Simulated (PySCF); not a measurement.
Geometry (Å), atoms numbered from 1 in this order:
```xyz
18

C    -1.8467    0.6211    0.2344
N    -0.7310   -0.1870   -0.2057
C    -1.1390   -1.5562   -0.4353
P     0.6939   -0.0542    0.8351
C     1.0955    1.7241    0.5434
C     1.9468   -0.7752   -0.3138
H    -2.6563    0.5608   -0.5118
H    -1.5600    1.6796    0.3135
H    -2.2730    0.3079    1.2133
H    -0.3105   -2.1486   -0.8498
H    -1.9528   -1.5737   -1.1791
H    -1.5076   -2.0752    0.4767
H     2.1317    1.8963    0.8728
H     1.0011    1.9833   -0.5233
H     0.4488    2.3818    1.1414
H     1.8136   -0.3894   -1.3370
H     1.8896   -1.8731   -0.3251
H     2.9477   -0.5043    0.0560
```

Geometry: PBE0-D3(BJ)/def2-SVP; GIAO shifts from PySCF, gas phase, non-relativistic, averaged over equivalent atoms.

At LC-wPBE/pcSseg-1 (169 basis functions, 43 s wall time on 1 thread of an Arm Neoverse V1, shared host):
```json
{"atoms": "C1/C3", "δ (ppm)": "39.6"}
{"atoms": "C5/C6", "δ (ppm)": "17.6"}
{"atoms": "N2", "δ (ppm)": "25.7"}
{"atoms": "P4", "δ (ppm)": "27.0"}
{"atoms": "H7/H8/H9/H10/H11/H12", "δ (ppm)": "2.06"}
{"atoms": "H13/H14/H15/H16/H17/H18", "δ (ppm)": "1.08"}
```

Referencing at the same level of theory: 13C (σref 188.56), 1H (σref 31.33) vs TMS; 15N (σref 267.73) against NH3; 31P (σref 308.04) against H3PO4.

Question: What do these become at CAM-B3LYP/pcSseg-1?

Answer: 
```csv
atoms,δ at CAM-B3LYP/pcSseg-1,change
C1/C3,41.0,+1.4
C5/C6,19.4,+1.8
N2,40.8,+15.1
P4,43.3,+16.3
H7/H8/H9/H10/H11/H12,2.13,+0.07
H13/H14/H15/H16/H17/H18,1.07,-0.01
```

Scale: 13C (σref 182.45), 1H (σref 31.33) against TMS; 15N (σref 267.29) against NH3; 31P (σref 299.17) vs H3PO4 (reference shieldings calculated alike).

The largest change is at P4 (phosphorus bonded to 2 C, N). Cost: 169 basis functions, 28 s wall time on 1 thread of an Arm Neoverse V1, shared host.

Experimental scales use liquid or dissolved standards, which lie at an offset from isolated NH3 (liquid NH3: subtract about 20 ppm) and H3PO4.
